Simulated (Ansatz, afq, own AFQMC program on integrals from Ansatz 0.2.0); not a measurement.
Integrals from Ansatz 0.2.0, then the random walk in our own AFQMC program (afq).

```yaml
crystal:
  periodic: [false, false, false]
  atoms:
    - {symbol: Al, position_ang: [0.000000, 0.000000, 0.000000]}
    - {symbol: O, position_ang: [0.000000, 0.000000, 1.748000]}
basis:
  gaussian: {orbitals: 6-31G}
magnetization: {spin_polarized: true, initial_magnetization: 1}
correlation: {method: ccsd_t, electrons: outside_noble_gas, hamiltonian_folder: ham}
```

```sh
$ ansatz run in.yaml --threads 1 --pin off --events-out ev --progress --plain --max-ram 24576MiB --backend cuda --devices 0, --max-vram 18GiB
```

Options of the walk:

```
--method phaseless --trial cisd --walkers 10 --populations 1 --least-time 40 --time-step 0.5 --steps-per-block 5 --equilibration-blocks 10 --max-blocks 100 --target-error 0.00072 --factor-cut 1e-05 --start determinant --seed 3107 --taylor-order 6
```

Times are imaginary, in 1/Eh. The walk had a cap of 60 s.

```
orbitals 16  electrons 5 4  factors 84 of 213
reference energy -316.69327655 Eh
CCSD correlation -0.16118010 Eh in 16 cycles, weight of the determinant in the CISD state 0.7055
energy of the start -316.854464 Eh
 block  time / (1/Eh)  mean weight  energy / Eh
     1     2.500  0.9957  -316.845002
     2     5.000  0.7507  -316.850254
     3     7.500  0.9680  -316.871528
     4    10.000  1.0645  -316.856691
     5    12.500  1.0402  -316.848032
     8    20.000  1.1648  -316.824480
    11    27.500  0.9684  -316.853916
    17    42.500  0.6600  -316.867773
    23    57.500  0.9038  -316.853323
    27    67.500  1.5813  -316.827455
    29    72.500  0.9711  -316.849700
    35    87.500  1.6203  -316.848419
    41   102.500  0.6827  -316.839450
    47   117.500  1.1824  -316.903385
    53   132.500  0.7818  -316.862068
    59   147.500  1.0016  -316.849962
    65   162.500  1.0262  -316.849576
    71   177.500  0.8379  -316.855340
    77   192.500  1.5689  -316.840996
    81   202.500  1.2517  -316.942990
    83   207.500  0.9514  -316.867466
    89   222.500  0.9806  -316.852022
    95   237.500  0.9103  -316.860204
   101   252.500  0.9817  -316.835739
   107   267.500  0.5211  -316.883067
   109   272.500  0.9258  -316.872766
blocks merged  error / Eh  count
     1  0.001959  100
     2  0.001904  50
     4  0.002056  25
     8  0.002402  12
energy -316.858403 +/- 0.002056 Eh
(rows thinned)
```

The run passed its tests (sampling time, drift between the halves within three errors, error under three times the target), which doesn't prove that it has relaxed.

Against this walk (error 55.9 meV) on the same determinant: CCSD(T) 43.4 meV lower (within the noise), full CI 141.0 meV lower, a separate phaseless walk with a CISD trial and standard settings 67.8 ± 56.1 meV lower (within the noise). The error is statistical and leaves out the bias of the constraint.

A setting was made bad on purpose (time step too long), so the walk's energy isn't to be trusted.

Cautions: constraint bias not in the error; walkers die often; error above the target (55.9 against 19.6 meV); the search met a lower determinant of the same kind, perhaps of another symmetry (434 meV lower), and this one is a saddle point; strong correlation (T1 0.105, weight of the determinant 0.71, largest double 0.12); so few walkers bias the energy; the time-step error isn't removed.

A walk keeps the symmetry of its determinant, which the program's search chose and which needn't be the lowest solution, so a lower state of the same spin and another symmetry isn't excluded.
